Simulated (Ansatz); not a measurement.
## Dissociation curves of SiH3O (SMILES [O][SiH3])

SiH3O has 5 atoms, charge 0, and is taken as a doublet. SMILES: `[O][SiH3]`. The Si2–O1 distance was set to 1.913 Å, away from the relaxed value.

```xyz
5

O    -1.7543    0.3329    0.8578
Si   -0.0659    0.0078    0.0199
H    -0.1206   -0.2424   -1.4475
H     0.6859   -1.1593    0.5729
H     0.9172    1.1260    0.1645
```

The O1–Si2 distance is scanned; the parts on either side stay rigid. Basis STO-3G, 6 core orbitals frozen in the correlated methods; program Ansatz 0.2.0. FCI is exact within this basis and core. Energies in eV from each method's value at 1.913 Å; open shells run as named; a dash marks a point that is missing or didn't converge. The shape above is that at 1.913 Å.

```csv
distance (Å),UB3LYP,UBHLYP,UBCCD(T),UCCSDT,FCI
1.530,0.49,0.36,0.63,0.64,0.64
1.913,0.00,0.00,0.00,0.00,0.00
2.295,1.73,1.86,1.42,1.41,1.41
3.060,3.74,3.30,2.77,–,2.75
3.825,3.94,3.42,2.83,2.85,2.85
```

Departure from the FCI curve at its largest: UB3LYP +1.10 eV at 3.83 Å; UBHLYP +0.57 eV at 3.83 Å; UBCCD(T) +0.02 eV at 3.06 Å; UCCSDT within 0.005 eV. For the functionals part of the departure is owed to the small basis.
